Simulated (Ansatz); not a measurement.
Species: AlCl₃, SMILES `[Cl][Al]([Cl])[Cl]` (charge 0, multiplicity 1), formula AlCl$_{3}$.

Question: How many basis functions does frozen-core CCSD(T)/cc-pVTZ // TPSSh-D3(BJ)/def2-TZVP (Ansatz, an electronic-structure program) use, how many core orbitals are frozen, and how many electrons are correlated?

Answer: 136 basis functions and 20 frozen orbitals, which leaves 24 correlated electrons. Core time is of the order of seconds.
